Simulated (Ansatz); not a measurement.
# How far each method lies from UCCSDTQ for PO, sextet

Geometry: that of the PO, quartet, kept fixed. The doublet lies 8.8 eV lower here.

```tsv
atom	x (Å)	y (Å)	z (Å)
O	0.0000	0.0000	0.0000
P	0.0000	0.0000	1.7189
```

Basis cc-pVDZ; Ansatz 0.2.0. Only valence electrons are correlated (noble-gas cores frozen), which leaves 11 electrons in 26 orbitals. R marks a restricted (for open shells ROHF) determinant, U an unrestricted one. Active spaces: valence = (11e, 8o) chosen from the atoms' valence shells.

Full CI isn't at hand for all of this; UCCSDTQ serves as the reference, and is uncertain by about the last step of the cluster series. The frozen core follows each run's orbitals, which can shift R against U totals by a few meV.

For open shells CISD is restricted-active-space CI with the open shells as a complete middle space.

The UHF ⟨S²⟩ is 8.767, the T1 diagnostic (RCCSD) is 0.0223 and the largest doubles amplitude (RCCSD) is 0.054. The T1 diagnostic (UCCSD) is 0.0194.

```tsv
level	E − E(RHF) (eV)
UHF	-0.2884
RMP2	-5.4291
UMP2	-5.3546
RCCSD	-6.0847
UCCSD	-6.0922
RCCSD(T)	-6.2081
UCCSD(T)	-6.2099
```

(1) Estimate how far UCCSDTQ in cc-pVDZ lies from RCCSD(T). The table doesn't fix it; the size of (T) and the diagnostics are the guide.

(1) UCCSDTQ in cc-pVDZ lies 3.2 kJ/mol below RCCSD(T), which is 27 % of the (T) step (-11.9 kJ/mol). The diagnostics give no warning, yet the rest is a sizeable part of (T).

The other levels:

```
                   level  E − E(UCCSDTQ) (kJ/mol)  share of correlation (%)    wall time
                    CISD                     39.0                     93.53        4.4 s
                 BCCD(T)                      3.3                     99.46        2.3 s
                  RCCSDT                      1.3                     99.79            –
                  UCCSDT                      1.1                     99.82            –
               RCCSDT(Q)                      0.2                     99.97         10 s
               UCCSDT(Q)                      0.0                    100.00          8 s
                 RCCSDTQ                      0.1                     99.98  86 s (H100)
  CASSCF (valence space)                    587.5                      2.43            –
  NEVPT2 (valence space)                    108.9                     81.92       0.82 s
  MRCISD (valence space)                     44.3                     92.64            –
MRCISD+Q (valence space)                      3.1                     99.48        2.1 s
```

The correlation energy at UCCSDTQ, counted from RHF, is -6.241 eV. That run took 90 s on 2 threads of AMD EPYC 7R13 with a shared H100 80 GB, shared host.

Times hold each run's SCF and search for its determinant on a shared host, so for small cases they say little of a method's own cost; rows without a card ran on 1 thread of AMD EPYC 7R13.

Natural occupations of CASSCF (valence space) about the gap: 1.010 1.009 1.001 1.000 1.000; effectively unpaired electrons, Σ n²(2−n)², 5.00.
